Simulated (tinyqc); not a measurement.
Inside a calculation. Method: UHF in the sto-3g basis, for OH+, spin multiplicity 3. This run ends on a higher stationary point, not on the lowest solution. Computed by tinyqc, a small Python program that keeps every step (integrals from PySCF). Settings: charge = 1, multiplicity = 3, basis = sto-3g, energy threshold = 1e-08, iteration cap = 79, orthogonalisation = symmetric, start = Wolfsberg-Helmholz matrix, DIIS depth = 6, method = UHF. Command: `OMP_NUM_THREADS=1 python tinyqc.py 23605 23606 out.jsonl` (the two numbers bound the seeds that draw the settings). One thread of a shared host (Intel(R) Xeon(R) Processor @ 2.60GHz), about 0.6 s of CPU time with the checks.

Geometry (angstrom):
```
atom        x        y        z
O     0.00000  0.00000  0.00000
H     0.00000  0.00000  1.91900
```

Stop when the energy changes by less than 1e-08 hartree and every element of the error matrix X^T (F D S - S D F) X (for each spin) is below 3e-05.

Course of the cycle:
```
iteration  E (hartree)     change  largest element of the error matrix
1          -73.1786546          -                             2.40e-01
2          -73.6263130  -4.48e-01                             2.76e-01
3          -73.7616580  -1.35e-01                             1.84e-01
4          -73.8362006  -7.45e-02                             1.30e-02
5          -73.8373741  -1.17e-03                             6.25e-03
6          -73.8375869  -2.13e-04                             2.74e-03
7          -73.8376341  -4.72e-05                             4.84e-04
8          -73.8376360  -1.83e-06                             1.59e-05
9          -73.8376360  -4.46e-10                             1.35e-06
```

Can the last value be used, and what does the course show?

No, though the log alone does not show it. Converged in 9 iterations. But the solution lies 0.10266 hartree above the reference: it is another stationary point, not the lowest one. Reruns (cap 100 unless said): DIIS 8: converged in 9 to a higher stationary point; damping 0.5: converged in 43 to a higher stationary point; level shift 0.5: converged in 44 to a higher stationary point; atomic densities as start, DIIS 8: converged in 17. PySCF UHF in the same basis, after a stability check = -73.9402917 hartree.
